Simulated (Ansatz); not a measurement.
# Which is lower?

The two ends of one reaction step of CH$_{7}$NSi, singlet (PBE0-D4/def2-TZVP).

A:

```
10
angstrom
Si -0.8551 0.2851 0.8613
C 0.8613 1.0525 0.4440
H -1.4256 -1.7507 -0.5795
N -0.5414 -1.2910 -0.3893
H -1.6287 0.9567 -0.2770
H 1.6716 0.5478 0.9797
H 1.1169 1.0904 -0.6214
H 0.8557 2.0874 0.8038
H 0.0710 -1.9689 0.0514
H -0.1258 -1.0094 -1.2731
```

B:

```csv
atom,x (Å),y (Å),z (Å)
Si1,-0.6695,0.0010,0.0552
C2,0.8273,0.9731,0.5938
H3,-1.3760,-0.4742,1.2863
N4,-0.1834,-1.2520,-1.0248
H5,-1.6329,0.8480,-0.7000
H6,1.5386,0.3326,1.1226
H7,1.3377,1.4114,-0.2663
H8,0.5389,1.7778,1.2750
H9,0.4946,-1.9348,-0.7248
H10,-0.8752,-1.6830,-1.6170
```

Computed with Ansatz 0.2.0 (basis: def2-TZVPP); correlated methods freeze the cores. B3LYP uses VWN-RPA correlation.

Which structure is lower at CCSD(T), and by how much? (An estimate is asked for; the value comes from the calculation.)

By the calculation: B, by 40.85 kcal/mol (electronic energy, against the other). By their contacts, A is CH₇NSi ([CH3][SiH][NH3]) and B is CH₇NSi ([CH3][SiH2][NH2]).

All methods give the same order:

| method | E(B) − E(A) (kcal/mol) |
| --- | --- |
| SPW92 | -37.52 |
| PBE-D4 | -37.40 |
| BLYP-D4 | -38.48 |
| r2SCAN-D4 | -42.50 |
| B97M-V | -40.49 |
| PBE0-D4 | -40.01 |
| B3LYP-D4 | -40.83 |
| r2SCAN0-D4 | -43.30 |
| BHLYP-D4 | -43.75 |
| CAM-B3LYP-D4 | -42.85 |
| wB97X-V | -42.99 |
| wB97M-V | -40.24 |
| B2PLYP | -42.37 |
| PBE-QIDH | -42.93 |
| RPA on PBE | -39.38 |
| HF | -46.85 |
| MP2 | -43.58 |
| CCSD | -41.64 |
| CCSD(T) | -40.85 |

T1 diagnostic: at most 0.011.

Labels in which every atom is bracketed show which atoms are joined, not bond orders.

For scale, one of the runs: CCSD(T)/def2-TZVPP, 202 basis functions, launched by `ansatz run in.yaml --threads 2 --pin off --events-out ev --progress --plain --max-ram 4352MiB`. The run took 18 s on 2 CPU threads (shared host), with 2.7 GiB of host memory at its peak.
